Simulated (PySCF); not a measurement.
Species: C4H6NS (charge -1).
SMILES with atom numbers: `[H]/[N:1]=[CH:2]\[C:3]1([S-:4])[CH2:5][CH2:6]1`

Structure used (GFN2-xTB), in Å, numbered top down from 1:
```
atom  x, y, z in Å
N1     2.182    0.753   -0.053
C2     1.408   -0.258   -0.138
C3     0.020   -0.394    0.321
S4     0.234   -1.371    1.795
C5    -1.143   -0.559   -0.616
C6    -0.989    0.704    0.191
H7     1.702    1.570    0.334
H8     1.860   -1.172   -0.519
H9    -0.960   -0.509   -1.684
H10   -1.930   -1.245   -0.335
H11   -0.707    1.611   -0.334
H12   -1.677    0.869    1.010
```

Probes without a nucleus sit at each ring's centroid and 1 Å off its mean plane on both sides; NICS is minus the shielding there, NICSzz its component along the normal. Level: GIAO PBE0/pcSseg-1 (PySCF, non-relativistic, gas phase) on the GFN2-xTB geometry, one conformer.

Ring bond lengths (Å), with Mayer bond orders in brackets: C3–C5 1.503 (0.89), C5–C6 1.507 (0.97), C6–C3 1.498 (0.90).

Question: What do the NICS probes read (ppm)?

Answer: 
| ring | type | NICS(0) | NICS(1), two faces | NICS(1)zz, two faces | rms pucker (Å) | centre to ring atoms, mean (Å) |
| --- | --- | --- | --- | --- | --- | --- |
| C3–C5–C6 | 3-membered carbocycle; formal bonds all single | -42.3 | -9.0 / -6.8 | -20.7 / -18.9 | 0.00 | 0.87 |

Question: What do they say, and how far can they be read as aromaticity?

Answer: 
- C3–C5–C6: mean NICS(1)zz -19.8 ppm, shielded. C3, C5, C6 have four or more neighbours, and the NICS criterion for π rings isn't applied. NICS(0) lies 34 ppm below the mean NICS(1).

Question: What is the mean of the two in-plane components of NICS at the first NICS(1) probe listed for ring C3–C5–C6, 1 Å off the ring?

Answer: The isotropic value is a third of the trace: (3 × -9.0 − (-20.7))/2 = -3.2 ppm.
